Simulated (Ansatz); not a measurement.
**α-N2**

Method: r²SCAN-D4 (PAW; Ansatz, a quantum-chemistry and plane-wave program).

Cell: relaxed at this level.

```json
{
 "lattice_energy": "7 kJ/mol",
 "volume_per_molecule": "43.87 Å³"
}
```

The computed numbers hold no vibrational or temperature effects.
